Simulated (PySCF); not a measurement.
**HNC (hydrogen isocyanide): CCSD(T)/STO-6G**

Aim: the energy change on altering one bond length of HNC (hydrogen isocyanide) at CCSD(T)/STO-6G, from 2 runs. The job is set up through a Python script.

Program for the calculation: PySCF 2.14.0.

12 further runs of the same task are left out: 3 that didn't finish, 9 set aside as unsound or not needed.

### Step 1. The molecule

The species is HNC (3 atoms), meant as a singlet with charge 0. As SMILES, `[C-]#[NH+]`. Geometry: relaxed at PBE0-D4/def2-TZVP.

Bond lengths: C1–N2 1.163 Å, N2–H3 0.997 Å. Angles: C1–N2–H3 180.0°.

### Step 2. A single-point energy at CCSD(T)/STO-6G

Input file mol.xyz:

```xyz
3

C     -0.623470     0.883520    -0.241540
N      0.031410    -0.044070     0.012200
H      0.592060    -0.839450     0.229340
```

Input file calc.py:

```python
# hydrogen isocyanide
from pyscf import gto, cc

system = gto.Mole()
system.atom = 'mol.xyz'
system.basis = 'sto-6g'
system.max_memory = 1860
system.verbose = 3
system.build()

mf = system.RHF()
mf.conv_tol = 1e-10
mf.kernel()
if not mf.converged:
    mf = mf.newton().run(mf.mo_coeff, mf.mo_occ)

mycc = cc.CCSD(mf, frozen=2)
mycc.kernel()
e_t = mycc.ccsd_t()
etot = mycc.e_tot + e_t
print('E = %.10f Eh' % etot)
```

Launch:

```sh
$ OMP_NUM_THREADS=1 python calc.py
```

Output:

```text
converged SCF energy = -92.5419043978468
E(CCSD) = -92.68060723712037  E_corr = -0.1387028392735888
CCSD(T) correction = -0.00559248958916685
E = -92.6861997267 Eh
```

Run time: 0.42 s. Hardware: 1 thread of AMD EPYC 9R45 (Zen 5), shared host; peak memory 0.12 GiB.

### Step 3. The distorted shape, same level

Input file run.py:

```python
from pyscf import gto, scf, cc

mol = gto.Mole()
mol.atom = '''
C       -1.632618       2.315173      -0.632384
N       -0.977738       1.387583      -0.378644
H        0.592060      -0.839450       0.229340
'''
mol.charge = 0
mol.verbose = 3
mol.max_memory = 1860
mol.basis = 'sto-6g'
mol.spin = 0
mol.build()

mf = scf.RHF(mol)
mf.conv_tol = 1e-10
mf.kernel()
if not mf.converged:
    mf = mf.newton().run(mf.mo_coeff, mf.mo_occ)

mycc = cc.CCSD(mf, frozen=2)
mycc.kernel()
e_t = mycc.ccsd_t()
e_tot = mycc.e_tot + e_t
print('E(%s) = %.9f' % ('CCSD(T)', e_tot))
```

Launch:

```sh
$ OMP_NUM_THREADS=1 python run.py
```

Output:

```text
converged SCF energy = -92.1486572087601
E(CCSD) = -92.50228913476263  E_corr = -0.3536319260025228
CCSD(T) correction = -0.0976274758716183
E(CCSD(T)) = -92.599916611
```

Run time: 0.4 s. Hardware: 1 thread of AMD EPYC 9R45 (Zen 5), shared host; peak memory 0.1 GiB.

### Step 4. Outcome

At CCSD(T)/STO-6G, 2 core orbitals frozen:

```
                                                         quantity         value
                                        first shape: total energy  -92.68620 Eh
                first shape: dipole moment (Hartree–Fock density)        2.42 D
                 first shape: HOMO energy (Hartree–Fock orbitals)     -10.97 eV
                 first shape: LUMO energy (Hartree–Fock orbitals)       9.76 eV
               first shape: HOMO–LUMO gap (Hartree–Fock orbitals)      20.73 eV
         first shape: correlation energy (2 core orbitals frozen)    -144.3 mEh
                                      first shape: (T) correction     -5.59 mEh
                                       first shape: T1 diagnostic         0.020
                                    distorted shape: total energy  -92.59992 Eh
            distorted shape: dipole moment (Hartree–Fock density)        4.63 D
             distorted shape: HOMO energy (Hartree–Fock orbitals)      -7.24 eV
             distorted shape: LUMO energy (Hartree–Fock orbitals)      -2.10 eV
           distorted shape: HOMO–LUMO gap (Hartree–Fock orbitals)       5.14 eV
     distorted shape: correlation energy (2 core orbitals frozen)    -451.3 mEh
                                  distorted shape: (T) correction    -97.63 mEh
                                   distorted shape: T1 diagnostic         0.123
energy change with the N2–H3 bond stretched from 0.997 to 2.792 Å      2.348 eV
```

**Reading.** One bond (distorted shape) is far stretched, which a spin-restricted single reference describes badly; perturbation theory on it can break down and give far too much correlation. With the N2–H3 bond stretched from 0.997 to 2.792 Å the energy rises by 2.35 eV (227 kJ/mol). The first shape isn't relaxed at this level, so the change isn't measured from a minimum. A restricted reference can't describe the breaking bond well at this length. The minimal basis adds a large error of its own. The T1 diagnostic (first shape) of 0.020 is above the customary mark for such species, so a single reference may not serve. Mulliken charges (first shape) of the mean-field density run from -0.42 on N2 to +0.27 on H3. The triples (first shape) make up 3.9 % of the correlation energy. The T1 diagnostic (distorted shape) of 0.123 is above the customary mark for such species, so a single reference may not serve.
